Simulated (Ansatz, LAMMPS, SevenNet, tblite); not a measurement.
# 3C-SiC, LO phonon frequency at X

Reference value: 829 cm⁻¹ (measured, temperature not stated, no zero-point or thermal correction; as tabulated in Wang et al. (1996), arXiv:mtrl-th/9510002).

```json
[
 {"level (code)": "Gao–Weber SiC.gw (LAMMPS)", "value (cm⁻¹)": "779", "cell (Å³/atom)": "10.36"},
 {"level (code)": "GFN1-xTB (tblite)", "value (cm⁻¹)": "706", "cell (Å³/atom)": "11.27"},
 {"level (code)": "SevenNet-l3i5", "value (cm⁻¹)": "739", "cell (Å³/atom)": "10.50"},
 {"level (code)": "LDA (Ansatz)", "value (cm⁻¹)": "830", "cell (Å³/atom)": "10.14"},
 {"level (code)": "BLYP (Ansatz)", "value (cm⁻¹)": "…", "cell (Å³/atom)": "10.73"},
 {"level (code)": "PBE (Ansatz)", "value (cm⁻¹)": "…", "cell (Å³/atom)": "10.50"},
 {"level (code)": "revPBE (Ansatz)", "value (cm⁻¹)": "797", "cell (Å³/atom)": "10.62"},
 {"level (code)": "RPBE (Ansatz)", "value (cm⁻¹)": "794", "cell (Å³/atom)": "10.66"},
 {"level (code)": "PBE-D3(BJ) (Ansatz)", "value (cm⁻¹)": "…", "cell (Å³/atom)": "10.28"},
 {"level (code)": "r²SCAN (Ansatz)", "value (cm⁻¹)": "834", "cell (Å³/atom)": "10.33"},
 {"level (code)": "r²SCAN+rVV10 (Ansatz)", "value (cm⁻¹)": "836", "cell (Å³/atom)": "10.30"},
 {"level (code)": "HSE06 (Ansatz)", "value (cm⁻¹)": "…", "cell (Å³/atom)": "10.28"}
]
```

Question: Some entries are withheld; supply them.

Answer: 
- BLYP (Ansatz, a first-principles code), value (cm⁻¹): 789
- PBE (Ansatz), value (cm⁻¹): 804
- PBE-D3(BJ) (Ansatz), value (cm⁻¹): 824
- HSE06 (Ansatz), value (cm⁻¹): 847

Differences against the reference: Gao–Weber SiC.gw -6.0 %, GFN1-xTB -14.8 %, SevenNet-l3i5 -10.9 %, LDA +0.1 %, BLYP -4.8 %, PBE -3.0 %, revPBE -3.9 %, RPBE -4.2 %, PBE-D3(BJ) -0.6 %, r²SCAN +0.6 %, r²SCAN+rVV10 +0.8 %, HSE06 +2.2 %.

Once the reference is moved by up to 3.0 % (a margin picked here for doubts on the reference and the settings, and for temperature and zero-point motion) and values within 1.0 % count as equal, the nearest can be LDA (+0.1 %), PBE-D3(BJ) (-0.6 %), r²SCAN (+0.6 %), r²SCAN+rVV10 (+0.8 %), HSE06 (+2.2 %), PBE (-3.0 %) or revPBE (-3.9 %). Among them GFN1-xTB (-14.8 %) misses by most.

The measured value isn't corrected to a static lattice, so vibrations enter the comparison.  GFN1-xTB: the method was fitted mainly to molecules. GFN1-xTB: the run uses a supercell at the zone centre in place of a k mesh. PBE-D3(BJ): the dispersion coefficients are held fixed in the derivatives. Each level is taken at its own relaxed cell. Cutoffs and k meshes differ between the levels. Ansatz's density-functional and Hartree–Fock values are scalar-relativistic unless marked +SOC, with PAW data made under PBE.

Empirical potentials (Gao–Weber SiC.gw) are fitted to chosen data: where that held the value shown, agreement is built in, and what lay outside the fit can be far off. Machine-learned potentials (SevenNet-l3i5) are trained on DFT data: a solid inside that data is no test of them.

Differences are worked out from the printed values.
